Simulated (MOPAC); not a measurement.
MOPAC input (PM3):

```
PM3 PRECISE GNORM=0.05 LET XYZ CHARGE=1 GEO-OK AUX(PRECISION=9) THREADS=1
C2H7O

C     1.24148412 1   -0.38487645 1   -0.02448150 1
C     0.13162726 1    0.61399813 1   -0.00546734 1
O    -1.21553909 1   -0.18225276 1   -0.04318967 1
H    -2.01707153 1    0.37302904 1   -0.00729226 1
H     0.07373152 1    1.22038304 1    0.89478114 1
H     0.04921562 1    1.21477509 1   -0.90633540 1
H     2.17782210 1    0.17928470 1   -0.03733501 1
H     1.25514759 1   -1.00629661 1    0.87265789 1
H     1.21308039 1   -1.00752305 1   -0.91762756 1
H    -1.26628133 1   -0.89036033 1    0.62636158 1
```

Output:

```
 *******************************************************************************
 **                                                                           **
 **                              MOPAC v23.2.5                                **
 **                                                                           **
 *******************************************************************************
 ** MOPAC's Digital Object Identifier: https://doi.org/10.5281/zenodo.6511958 **
 **                                                                           **
 ** Please cite the open-source release paper for use of this MOPAC version:  **
 ** J. E. Moussa and J. J. P. Stewart (2026)                                  **
 ** MOPAC: An open-source semiempirical molecular orbital program             **
 ** J. Open Source Softw., 11(119), 8025, https://doi.org/10.21105/joss.08025 **
 *******************************************************************************

                              PM3 CALCULATION RESULTS

 *******************************************************************************
 *  PM3        - The PM3 Hamiltonian to be used
 *  GEO-OK     - OVERRIDE INTERATOMIC DISTANCE AND OTHER SAFETY CHECKS
 *
 *
 *
 *                 CHARGE ON SYSTEM = +1
 *
 *
 *
 *  LET        - OVERRIDE SOME SAFETY CHECKS
 *  PRECISE    - TIGHTER CRITERIA TO BE USED
 *  XYZ        - CARTESIAN COORDINATE SYSTEM TO BE USED
 *  GNORM      - EXIT WHEN GRADIENT NORM DROPS BELOW 0.050
 *  AUX        - OUTPUT AUXILIARY INFORMATION
 *******************************************************************************
PM3 PRECISE GNORM=0.05 LET XYZ CHARGE=1 GEO-OK AUX(PRECISION=9) THREADS=1
 C2H7O

   ATOM   CHEMICAL          X               Y               Z
  NUMBER   SYMBOL      (ANGSTROMS)     (ANGSTROMS)     (ANGSTROMS)

     1       C          1.24148412  *  -0.38487645  *  -0.02448150  *
     2       C          0.13162726  *   0.61399813  *  -0.00546734  *
     3       O         -1.21553909  *  -0.18225276  *  -0.04318967  *
     4       H         -2.01707153  *   0.37302904  *  -0.00729226  *
     5       H          0.07373152  *   1.22038304  *   0.89478114  *
     6       H          0.04921562  *   1.21477509  *  -0.90633540  *
     7       H          2.17782210  *   0.17928470  *  -0.03733501  *
     8       H          1.25514759  *  -1.00629661  *   0.87265789  *
     9       H          1.21308039  *  -1.00752305  *  -0.91762756  *
    10       H         -1.26628133  *  -0.89036033  *   0.62636158  *

          CARTESIAN COORDINATES

    NO.       ATOM           X           Y           Z

     1         C          1.2415     -0.3849     -0.0245
     2         C          0.1316      0.6140     -0.0055
     3         O         -1.2155     -0.1823     -0.0432
     4         H         -2.0171      0.3730     -0.0073
     5         H          0.0737      1.2204      0.8948
     6         H          0.0492      1.2148     -0.9063
     7         H          2.1778      0.1793     -0.0373
     8         H          1.2551     -1.0063      0.8727
     9         H          1.2131     -1.0075     -0.9176
    10         H         -1.2663     -0.8904      0.6264

  H: (PM3): J. J. P. STEWART, J. COMP. CHEM. 10, 209 (1989).
  C: (PM3): J. J. P. STEWART, J. COMP. CHEM. 10, 209 (1989).
  O: (PM3): J. J. P. STEWART, J. COMP. CHEM. 10, 209 (1989).

           Empirical Formula: C2 H7 O  =    10 atoms

      MOLECULAR POINT GROUP   :   C1

      RHF CALCULATION, NO. OF DOUBLY OCCUPIED LEVELS = 10

          Geometry optimization using EF

          DIAGONAL MATRIX USED AS START HESSIAN

 CYCLE:     1  GRAD.:    42.489 HEAT:  145.9442
 CYCLE:     2  GRAD.:   251.607 HEAT:  159.1425
 CYCLE:     3  GRAD.:   113.785 HEAT:  152.5293
 CYCLE:     4  GRAD.:   144.231 HEAT:  149.5190
 CYCLE:     5  GRAD.:   220.406 HEAT:  157.5744
 CYCLE:     6  GRAD.:   128.763 HEAT:  149.6864
 CYCLE:     7  GRAD.:   150.994 HEAT:  153.9159
 CYCLE:     8  GRAD.:   160.855 HEAT:  151.3940
 CYCLE:     9  GRAD.:   263.026 HEAT:  158.0975
 CYCLE:    10  GRAD.:   145.536 HEAT:  151.6648
 CYCLE:    11  GRAD.:   147.106 HEAT:  151.7196
 CYCLE:    12  GRAD.:   205.387 HEAT:  156.8001
 CYCLE:    13  GRAD.:   104.620 HEAT:  148.1893
 CYCLE:    14  GRAD.:   165.627 HEAT:  156.2099
 CYCLE:    15  GRAD.:   122.371 HEAT:  150.0975
 CYCLE:    16  GRAD.:   356.551 HEAT:  175.0834
 CYCLE:    17  GRAD.:    80.598 HEAT:  146.6188
 CYCLE:    18  GRAD.:    75.714 HEAT:  148.9815
 CYCLE:    19  GRAD.:    28.219 HEAT:  144.4157
 CYCLE:    20  GRAD.:    28.412 HEAT:  144.2494
 CYCLE:    21  GRAD.:     2.542 HEAT:  143.9265
 CYCLE:    22  GRAD.:     1.247 HEAT:  143.9159
 CYCLE:    23  GRAD.:     1.298 HEAT:  143.9104
 CYCLE:    24  GRAD.:     1.350 HEAT:  143.9054
 CYCLE:    25  GRAD.:     1.772 HEAT:  143.8942
 CYCLE:    26  GRAD.:     3.029 HEAT:  143.8800
 CYCLE:    27  GRAD.:     3.105 HEAT:  143.8637
 CYCLE:    28  GRAD.:     1.717 HEAT:  143.8435
 CYCLE:    29  GRAD.:     1.877 HEAT:  143.8377
 CYCLE:    30  GRAD.:     1.502 HEAT:  143.8331
 CYCLE:    31  GRAD.:     2.788 HEAT:  143.8329
 CYCLE:    32  GRAD.:     0.816 HEAT:  143.8303
 CYCLE:    33  GRAD.:     0.598 HEAT:  143.8297
 CYCLE:    34  GRAD.:     0.270 HEAT:  143.8291
 CYCLE:    35  GRAD.:     0.235 HEAT:  143.8289
 CYCLE:    36  GRAD.:     0.121 HEAT:  143.8289
 CYCLE:    37  GRAD.:     0.348 HEAT:  143.8288
 CYCLE:    38  GRAD.:     0.250 HEAT:  143.8288
 CYCLE:    39  GRAD.:     0.444 HEAT:  143.8288
 CYCLE:    40  GRAD.:     0.150 HEAT:  143.8286
 CYCLE:    41  GRAD.:     0.207 HEAT:  143.8285
 CYCLE:    42  GRAD.:     0.191 HEAT:  143.8284
 CYCLE:    43  GRAD.:     0.210 HEAT:  143.8288
 CYCLE:    44  GRAD.:     0.052 HEAT:  143.8283
 CYCLE:    45  GRAD.:     0.039 HEAT:  143.8283

     GRADIENT =  0.03882 IS LESS THAN CUTOFF =  0.05000

 -------------------------------------------------------------------------------
 PM3 PRECISE GNORM=0.05 LET XYZ CHARGE=1 GEO-OK AUX(PRECISION=9) THREADS=1
 C2H7O

     GEOMETRY OPTIMISED USING EIGENVECTOR FOLLOWING (EF).
     SCF FIELD WAS ACHIEVED

                              PM3 CALCULATION
                                                       MOPAC v23.2.5 Linux

          FINAL HEAT OF FORMATION =        143.82833 KCAL/MOL =     601.77772 KJ/MOL

          COSMO AREA              =         90.12 SQUARE ANGSTROMS
          COSMO VOLUME            =         71.83 CUBIC ANGSTROMS

          GRADIENT NORM           =          0.03882          =       0.01228 PER ATOM
          IONIZATION POTENTIAL    =         17.847174 EV
          HOMO LUMO ENERGIES (EV) =        -17.847 -6.059
          NO. OF FILLED LEVELS    =         10
          MOLECULAR WEIGHT        =         47.0767         POINT GROUP:  C1

          MOLECULAR DIMENSIONS (Angstroms)

            Atom       Atom       Distance
            H     7    H     4     4.11463
            H     8    H     6     2.88373
            H     5    H     9     2.74616

          SCF CALCULATIONS        =         46

   ATOM   CHEMICAL          X               Y               Z
  NUMBER   SYMBOL      (ANGSTROMS)     (ANGSTROMS)     (ANGSTROMS)

     1       C          1.21488572  *  -0.38289585  *  -0.00170545  *
     2       C          0.09869098  *   0.61182981  *  -0.01298525  *
     3       O         -1.20634972  *  -0.16715315  *  -0.08593869  *
     4       H         -1.92513007  *   0.40012816  *   0.23522182  *
     5       H          0.06089705  *   1.26438374  *   0.88128416  *
     6       H          0.02057961  *   1.21217304  *  -0.94020472  *
     7       H          2.17234254  *   0.16374220  *  -0.05633681  *
     8       H          1.25298487  *  -0.98691993  *   0.91832459  *
     9       H          1.19900057  *  -1.06688202  *  -0.86463053  *
    10       H         -1.12612419  *  -0.96284540  *   0.46920099  *

                             CARTESIAN COORDINATES

   1    C        1.214885715    -0.382895854    -0.001705450
   2    C        0.098690983     0.611829809    -0.012985252
   3    O       -1.206349715    -0.167153150    -0.085938689
   4    H       -1.925130067     0.400128156     0.235221821
   5    H        0.060897047     1.264383735     0.881284159
   6    H        0.020579612     1.212173035    -0.940204723
   7    H        2.172342537     0.163742201    -0.056336812
   8    H        1.252984865    -0.986919931     0.918324589
   9    H        1.199000566    -1.066882022    -0.864630529
  10    H       -1.126124188    -0.962845396     0.469200987

           Empirical Formula: C2 H7 O  =    10 atoms

      MOLECULAR POINT GROUP   :   C1

                  EIGENVALUES
 -48.07852 -38.19240 -29.41139 -26.54567 -24.63856 -22.95434 -20.55051 -20.04830
 -18.61070 -17.84717  -6.05881  -3.69864  -3.35255  -2.57920  -2.23289  -1.91549
  -0.89553  -0.75849  -0.65770

              NET ATOMIC CHARGES AND DIPOLE CONTRIBUTIONS

  ATOM NO.   TYPE          CHARGE      No. of ELECS.   s-Pop       p-Pop
    1          C          -0.190941        4.1909     1.14521     3.04574
    2          C           0.117827        3.8822     1.19408     2.68810
    3          O          -0.031928        6.0319     1.70655     4.32538
    4          H           0.294889        0.7051     0.70511
    5          H           0.091048        0.9090     0.90895
    6          H           0.112536        0.8875     0.88746
    7          H           0.127300        0.8727     0.87270
    8          H           0.085777        0.9142     0.91422
    9          H           0.099059        0.9009     0.90094
   10          H           0.294433        0.7056     0.70557
 DIPOLE           X         Y         Z       TOTAL
 POINT-CHG.    -2.551     0.312     0.906     2.725
 HYBRID        -0.389    -0.027     0.613     0.726
 SUM           -2.940     0.285     1.519     3.321

          ATOMIC ORBITAL ELECTRON POPULATIONS

     Atom    s        px        py        pz
    1  C   1.14521   0.98271   1.00270   1.06033
    2  C   1.19408   0.72397   0.90831   1.05582
    3  O   1.70655   1.33368   1.32558   1.66611
    4  H   0.70511
    5  H   0.90895
    6  H   0.88746
    7  H   0.87270
    8  H   0.91422
    9  H   0.90094
   10  H   0.70557

 **********************
 *                    *
 * JOB ENDED NORMALLY *
 *                    *
 **********************

 == MOPAC DONE ==
```

The dipole moment of an ion depends on the origin.
